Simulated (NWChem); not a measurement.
The numbers come from NWChem runs, not from measurements. System: CHF3, charge 0, spin multiplicity 1, displaced from the optimised geometry. Level: PBE/def2-TZVP.

Job file:

```
start mol
memory heap 200 mb stack 900 mb global 1100 mb
geometry units angstroms nocenter noautoz
  F     -0.646947    -0.079666     1.106236
  C      0.026842     0.340552     0.000000
  F     -0.646947    -0.079666    -1.106236
  F      1.263187    -0.230232     0.000000
  H      0.115303     1.462773     0.000000
  symmetry group Cs
end
basis spherical
  * library def2-tzvp
end
dft
  xc xpbe96 cpbe96
  semidirect memsize 60000000 filesize 0
  iterations 100
  convergence damp 70 ncydp 30
end
task dft gradient
```

Output (cleaned and shortened):

```
             Northwest Computational Chemistry Package (NWChem) 7.3.0
             --------------------------------------------------------

                                NWChem Input Module
                                -------------------

 Scaling coordinates for geometry "geometry" by  1.889725989
 (inverse scale =  0.529177249)

 Turning off AUTOSYM since
 SYMMETRY directive was detected!

                             Geometry "geometry" -> ""
                             -------------------------

 Output coordinates in angstroms (scale by  1.889725989 to convert to a.u.)

  No.       Tag          Charge          X              Y              Z
 ---- ---------------- ---------- -------------- -------------- --------------
    1 F                    9.0000    -0.64694700    -0.07966600     1.10623600
    2 C                    6.0000     0.02684200     0.34055200     0.00000000
    3 F                    9.0000    -0.64694700    -0.07966600    -1.10623600
    4 F                    9.0000     1.26318700    -0.23023200     0.00000000
    5 H                    1.0000     0.11530300     1.46277300     0.00000000

 Effective nuclear repulsion energy (a.u.)     130.8799502810

            Nuclear Dipole moment (a.u.)
            ----------------------------
        X                 Y               Z
 ---------------- ---------------- ----------------
    -0.0000151178     0.0000170075     0.0000000000

      Symmetry information
      --------------------

 Group name             Cs
 Group number              2
 Group order               2
 No. of unique centers     4

      Symmetry unique atoms

     1    2    4    5


 Summary of "ao basis" -> "" (spherical)
 ------------------------------------------------------------------------------
       Tag                 Description            Shells   Functions and Types
 ---------------- ------------------------------  ------  ---------------------
 *                         def2-tzvp                  on all atoms

  pbe96 is a nonlocal functional; adding pw91lda local functional.

                                 NWChem DFT Module
                                 -----------------

 Summary of "ao basis" -> "ao basis" (spherical)
 ------------------------------------------------------------------------------
       Tag                 Description            Shells   Functions and Types
 ---------------- ------------------------------  ------  ---------------------
 F                         def2-tzvp                11       31   5s3p2d1f
 C                         def2-tzvp                11       31   5s3p2d1f
 H                         def2-tzvp                 4        6   3s1p

 Summary of "ao basis" -> "ao basis" (spherical)
 ------------------------------------------------------------------------------
       Tag                 Description            Shells   Functions and Types
 ---------------- ------------------------------  ------  ---------------------
 F                         def2-tzvp                11       31   5s3p2d1f
 C                         def2-tzvp                11       31   5s3p2d1f
 H                         def2-tzvp                 4        6   3s1p

      Symmetry analysis of basis
      --------------------------

        a'         78
        a"         52

            General Information
            -------------------
          SCF calculation type: DFT
          Wavefunction type:  closed shell.
          No. of atoms     :     5
          No. of electrons :    34
           Alpha electrons :    17
            Beta electrons :    17
          Charge           :     0
          Spin multiplicity:     1
          Use of symmetry is: on ; symmetry adaption is: on
          Maximum number of iterations: 100
          AO basis - number of functions:   130
                     number of shells:    48
          Convergence on energy requested:  1.00D-06
          Convergence on density requested:  1.00D-05
          Convergence on gradient requested:  5.00D-04

              XC Information
              --------------
          PerdewBurkeErnzerhof Exchange Functional  1.000
            Perdew 1991 LDA Correlation Functional  1.000 local
           PerdewBurkeErnz. Correlation Functional  1.000 non-local

             Grid Information
             ----------------
          Grid used for XC integration:  medium
          Radial quadrature: Mura-Knowles
          Angular quadrature: Lebedev.
          Tag              B.-S. Rad. Rad. Pts. Rad. Cut. Ang. Pts.
          ---              ---------- --------- --------- ---------
          F                   0.50       49           7.0       434
          C                   0.70       49           7.0       434
          H                   0.35       45           7.0       434
          Grid pruning is: on
          Number of quadrature shells:   192
          Spatial weights used:  Erf1

          Convergence Information
          -----------------------
          Convergence aids based upon iterative change in
          total energy or number of iterations.
          Levelshifting, if invoked, occurs when the
          HOMO/LUMO gap drops below (HL_TOL):  1.00D-02
          DIIS, if invoked, will attempt to extrapolate
          using up to (NFOCK): 10 stored Fock matrices.

                    Damping(70%)  Levelshifting(0.5)       DIIS
                  --------------- ------------------- ---------------
          dE  on:    start            ASAP                start
          dE off:   30 iters        100 iters           100 iters

      Screening Tolerance Information
[...]
 d=70,ls=0.0,diis    30   -338.0660114645 -2.53D-06  1.11D-07  1.05D-09    16.2
 d= 0,ls=0.0,diis    31   -338.0660132324 -1.77D-06  7.76D-08  5.13D-10    16.7
  Singularity in Pulay matrix. Error and Fock matrices removed.
 d= 0,ls=0.0,diis    32   -338.0660173577 -4.13D-06  2.45D-11  1.71D-17    17.2
  Singularity in Pulay matrix. Error and Fock matrices removed.
  Singularity in Pulay matrix. Error and Fock matrices removed.
  Singularity in Pulay matrix. Error and Fock matrices removed.
 d= 0,ls=0.0,diis    33   -338.0660173577 -3.64D-12  4.71D-11  5.59D-17    17.6

         Total DFT energy =     -338.066017357701
      One electron energy =     -729.570304405487
           Coulomb energy =      297.428707180904
    Exchange-Corr. energy =      -36.804370414133
 Nuclear repulsion energy =      130.879950281014

 Numeric. integr. density =       33.999997074337

     Total iterative time =     17.1s

                  Occupations of the irreducible representations
                  ----------------------------------------------

                     irrep           alpha         beta
                     --------     --------     --------
                     a'               11.0         11.0
                     a"                6.0          6.0

                       DFT Final Molecular Orbital Analysis
                       ------------------------------------

 Vector   15  Occ=2.000000D+00  E=-3.796549D-01  Symmetry=a'
              MO Center=  4.3D-01, -1.2D-01,  5.7D-10, r^2= 1.9D+00
   Bfn.  Coefficient  Atom+Function         Bfn.  Coefficient  Atom+Function
  ----- ------------  ---------------      ----- ------------  ---------------
   100      0.282524  4 F  py                99      0.273437  4 F  px
   103      0.226000  4 F  py               102      0.221178  4 F  px
     6      0.172407  1 F  px                68      0.172407  3 F  px
     7     -0.165632  1 F  py                69     -0.165632  3 F  py
   106      0.149490  4 F  py                 9      0.140744  1 F  px

 Vector   16  Occ=2.000000D+00  E=-3.587930D-01  Symmetry=a"
              MO Center= -9.7D-03, -1.2D-01,  1.3D-14, r^2= 2.1D+00
   Bfn.  Coefficient  Atom+Function         Bfn.  Coefficient  Atom+Function
  ----- ------------  ---------------      ----- ------------  ---------------
   101      0.310103  4 F  pz                 6     -0.267718  1 F  px
    68      0.267718  3 F  px               104      0.249918  4 F  pz
     9     -0.215759  1 F  px                71      0.215759  3 F  px
   107      0.166719  4 F  pz                 8     -0.155042  1 F  pz
    70     -0.155042  3 F  pz                12     -0.143932  1 F  px

 Vector   17  Occ=2.000000D+00  E=-3.477905D-01  Symmetry=a'
              MO Center=  2.1D-02,  2.7D-01, -3.4D-14, r^2= 2.1D+00
   Bfn.  Coefficient  Atom+Function         Bfn.  Coefficient  Atom+Function
  ----- ------------  ---------------      ----- ------------  ---------------
   100      0.254923  4 F  py                 7      0.252734  1 F  py
    69      0.252734  3 F  py               126     -0.231696  5 H  s
   103      0.206237  4 F  py                10      0.204262  1 F  py
    72      0.204262  3 F  py               127     -0.175121  5 H  s
    38     -0.166575  2 C  py               125     -0.140489  5 H  s

 Vector   18  Occ=0.000000D+00  E= 3.308175D-02  Symmetry=a'
              MO Center=  1.4D-01,  1.8D+00, -1.1D-14, r^2= 2.3D+00
   Bfn.  Coefficient  Atom+Function         Bfn.  Coefficient  Atom+Function
  ----- ------------  ---------------      ----- ------------  ---------------
   127      2.351472  5 H  s                 36     -1.192125  2 C  s
    44     -0.756879  2 C  py                35     -0.463102  2 C  s
    38     -0.262122  2 C  py                41     -0.211773  2 C  py
    34     -0.170558  2 C  s                126     -0.133136  5 H  s
    13      0.101310  1 F  py                75      0.101310  3 F  py

 Vector   19  Occ=0.000000D+00  E= 5.963191D-02  Symmetry=a'
              MO Center=  4.4D-02,  4.9D-01, -1.3D-11, r^2= 2.7D+00
   Bfn.  Coefficient  Atom+Function         Bfn.  Coefficient  Atom+Function
  ----- ------------  ---------------      ----- ------------  ---------------
    43      1.144005  2 C  px                98     -0.831260  4 F  s
    40      0.543266  2 C  px                 5      0.415614  1 F  s
    67      0.415614  3 F  s                 37      0.367928  2 C  px
   105      0.271996  4 F  px                14     -0.242201  1 F  pz
    76      0.242201  3 F  pz               106     -0.221033  4 F  py

 Vector   20  Occ=0.000000D+00  E= 5.963275D-02  Symmetry=a"
              MO Center=  3.3D-02,  4.9D-01,  1.3D-11, r^2= 2.7D+00
   Bfn.  Coefficient  Atom+Function         Bfn.  Coefficient  Atom+Function
  ----- ------------  ---------------      ----- ------------  ---------------
    45      1.147564  2 C  pz                 5     -0.719889  1 F  s
    67      0.719889  3 F  s                 42      0.544952  2 C  pz
    39      0.369067  2 C  pz               107     -0.270840  4 F  pz
    12     -0.255000  1 F  px                74      0.255000  3 F  px
   101     -0.153700  4 F  pz                13     -0.152754  1 F  py

 center of mass
 --------------
 x =  -0.00391628 y =  -0.04967739 z =   0.00000000

 moments of inertia (a.u.)
 ------------------
         183.005860281845          11.752464711007           0.000000000000
          11.752464711007         331.175024702335           0.000000000000
           0.000000000000           0.000000000000         182.079822407216

     Multipole analysis of the density
     ---------------------------------

     L   x y z        total         alpha         beta         nuclear
     -   - - -        -----         -----         ----         -------
     0   0 0 0     -0.000000    -17.000000    -17.000000     34.000000

     1   1 0 0      0.046757      0.023386      0.023386     -0.000015
     1   0 1 0      0.593289      0.296636      0.296636      0.000017
     1   0 0 1     -0.000000     -0.000000     -0.000000      0.000000

     2   2 0 0    -16.531721    -47.390652    -47.390652     78.249582
     2   1 1 0      0.198519      2.717228      2.717228     -5.235936
     2   1 0 1      0.000000      0.000000      0.000000      0.000000
     2   0 2 0    -14.028874    -13.133205    -13.133205     12.237537
     2   0 1 1     -0.000000     -0.000000     -0.000000      0.000000
     2   0 0 2    -16.547347    -47.604743    -47.604743     78.662139

            General Information
            -------------------
          SCF calculation type: DFT
          Wavefunction type:  closed shell.
          No. of atoms     :     5
          No. of electrons :    34
           Alpha electrons :    17
            Beta electrons :    17
          Charge           :     0
          Spin multiplicity:     1
          Use of symmetry is: on ; symmetry adaption is: on
          Maximum number of iterations: 100
          AO basis - number of functions:   130
                     number of shells:    48
          Convergence on energy requested:  1.00D-06
          Convergence on density requested:  1.00D-05
          Convergence on gradient requested:  5.00D-04

              XC Information
              --------------
          PerdewBurkeErnzerhof Exchange Functional  1.000
            Perdew 1991 LDA Correlation Functional  1.000 local
           PerdewBurkeErnz. Correlation Functional  1.000 non-local

             Grid Information
             ----------------
          Grid used for XC integration:  medium
          Radial quadrature: Mura-Knowles
          Angular quadrature: Lebedev.
          Tag              B.-S. Rad. Rad. Pts. Rad. Cut. Ang. Pts.
          ---              ---------- --------- --------- ---------
          F                   0.50       49           7.0       434
          C                   0.70       49           7.0       434
          H                   0.35       45           7.0       434
          Grid pruning is: on
          Number of quadrature shells:   192
          Spatial weights used:  Erf1

          Convergence Information
          -----------------------
          Convergence aids based upon iterative change in
          total energy or number of iterations.
          Levelshifting, if invoked, occurs when the
          HOMO/LUMO gap drops below (HL_TOL):  1.00D-02
          DIIS, if invoked, will attempt to extrapolate
          using up to (NFOCK): 10 stored Fock matrices.

                    Damping(70%)  Levelshifting(0.5)       DIIS
                  --------------- ------------------- ---------------
          dE  on:    start            ASAP                start
          dE off:   30 iters        100 iters           100 iters

      Screening Tolerance Information
      -------------------------------
          Density screening/tol_rho:  1.00D-10
          AO Gaussian exp screening on grid/accAOfunc:  14
          CD Gaussian exp screening on grid/accCDfunc:  20
          XC Gaussian exp screening on grid/accXCfunc:  20
          Schwarz screening/accCoul:  1.00D-08

                            NWChem DFT Gradient Module
                            --------------------------

  charge          =   0.00
  wavefunction    = closed shell

  Using symmetry

                         DFT ENERGY GRADIENTS

    atom               coordinates                        gradient
                 x          y          z           x          y          z
   1 F      -1.222553  -0.150547   2.090483   -0.005142  -0.002259   0.008572
   2 C       0.050724   0.643550   0.000000   -0.000552  -0.006937   0.000000
   3 F      -1.222553  -0.150547  -2.090483   -0.005142  -0.002259  -0.008572
   4 F       2.387077  -0.435075   0.000000    0.009662  -0.003428   0.000000
   5 H       0.217891   2.764240   0.000000    0.001173   0.014883   0.000000

                 ----------------------------------------
                 |  Time  |  1-e(secs)   |  2-e(secs)   |
                 ----------------------------------------
                 |  CPU   |       0.02   |       6.31   |
                 ----------------------------------------
                 |  WALL  |       0.02   |       6.31   |
                 ----------------------------------------

 Task  times  cpu:       24.4s     wall:       24.4s

 Total times  cpu:       24.4s     wall:       24.4s
```
